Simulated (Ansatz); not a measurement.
# H₂Cl (doublet): wave-function methods side by side at distance Cl1–H2 along a hydrogen transfer = 1.362 Å, 6-31G

How much of the correlation energy of H₂Cl (doublet) does each wave-function method recover here?

Computed with Ansatz 0.2.0, Gaussian basis. Level: 6-31G, core rule «outside noble gas», up to 5 orbitals frozen.

The runs, in order: UHF; CCSD(T) on ROHF; CCSD(T) on UHF; BCCD(T) on ROHF; CISD; CCSDT(Q) on ROHF; CCSDT(Q) on UHF; CISDTQ; CCSDTQ on ROHF; CCSDTQ on UHF; CASSCF and MRCISD+Q, 3 electrons in 3 orbitals; CASSCF and NEVPT2, 3 electrons in 3 orbitals; CASSCF and MRCISD+Q, 9 electrons in 6 orbitals; CASSCF and NEVPT2, 9 electrons in 6 orbitals; Full CI.

5 further runs of the same task are left out: 1 for a mislabelled method, 3 that didn't finish, 1 set aside as unsound or not needed.

## 1. The system

The geometry derives from fragments relaxed apart (PBE0/def2-TZVP) and kept rigid, so it is no stationary point. A hydrogen atom is moved between rigid fragments.

3 atoms, charge 0, spin multiplicity 2.

Atoms are counted from 1 here; the program's logs count them from 0.

Bond lengths: Cl1–H2 1.362 Å.

Geometry (Å):

```xyz
3
charge 0, multiplicity 2
Cl    0.00000    0.00000   -1.22533
H     0.00000    0.00000    0.13667
H     0.00000    0.00000    1.08867
```

## 2. UHF

in.yaml

```yaml
crystal:
  periodic: [false, false, false]
  atoms:
    - {symbol: Cl, position_ang: [0.000000, 0.000000, -1.225333]}
    - {symbol: H, position_ang: [0.000000, 0.000000, 0.136667]}
    - {symbol: H, position_ang: [0.000000, 0.000000, 1.088667]}
basis:
  gaussian: {orbitals: 6-31G}
magnetization: {spin_polarized: true, initial_magnetization: 1}
hamiltonian: {xc: hf}
output: {orbitals: {seedname: orbitals}}
```

The run is started by

```sh
$ ansatz run in.yaml --threads 1 --pin off --events-out ev --progress --plain --max-ram 2393MiB
```

Further steps of the session: CCSD(T) on ROHF; CCSD(T) on UHF; BCCD(T) on ROHF; CISD; CCSDT(Q) on ROHF; CCSDT(Q) on UHF; CISDTQ; CCSDTQ on ROHF; CCSDTQ on UHF; CASSCF and MRCISD+Q, 3 electrons in 3 orbitals; CASSCF and NEVPT2, 3 electrons in 3 orbitals; CASSCF and MRCISD+Q, 9 electrons in 6 orbitals; CASSCF and NEVPT2, 9 electrons in 6 orbitals; Full CI.

**Question.** What will the summary of the whole plan be? Wanted: FCI below the RHF energy; RMP2 from FCI; UMP2 from FCI; RCCSD from FCI; RCCSD(T) from FCI; UCCSD(T) from FCI; RCCSDT(Q) from FCI; UCCSDT(Q) from FCI; NEVPT2 pair from FCI.

The runs gave:

```
                         quantity                                                                                                                                                                    value
         FCI below the RHF energy                                                                                                                                                               -1.9314 eV
                    RMP2 from FCI                                                                                                                                                             +33.8 kJ/mol
                    UMP2 from FCI                                                                                                                                                             +34.9 kJ/mol
                   RCCSD from FCI                                                                                                                                                              +2.2 kJ/mol
                RCCSD(T) from FCI                                                                                                                                                              +0.5 kJ/mol
                UCCSD(T) from FCI                                                                                                                                                              +0.5 kJ/mol
               RCCSDT(Q) from FCI                                                                                                                                                               0.0 kJ/mol
               UCCSDT(Q) from FCI                                                                                                                                                               0.0 kJ/mol
             NEVPT2 pair from FCI                                                                                                                                                             +17.8 kJ/mol
           MRCISD+Q pair from FCI                                                                                                                                                              +1.5 kJ/mol
          NEVPT2 valence from FCI                                                                                                                                                             +28.8 kJ/mol
levels within 1 kcal/mol (43 meV)  RCCSD, UCCSD, RCCSD(T), UCCSD(T), BCCD(T), RCCSDT, UCCSDT, CISDTQ, RCCSDT(Q), UCCSDT(Q), RCCSDTQ, UCCSDTQ, MRCISD pair, MRCISD+Q pair, MRCISD valence, MRCISD+Q valence
                    T1 diagnostic                                                                                                                                                                    0.022
   effectively unpaired electrons                                                                                                                                                                     1.01
```

**Reading.** RCCSD(T) misses by +0.5 kJ/mol, 0.3 % of the correlation energy. One determinant dominates. Of the multireference levels listed MRCISD+Q valence comes nearest in total energy (+1.4 kJ/mol), which doesn't show that its space is the better one. These misses are within one basis, not against nature; the frozen cores of restricted and unrestricted runs differ, which can shift their rows.
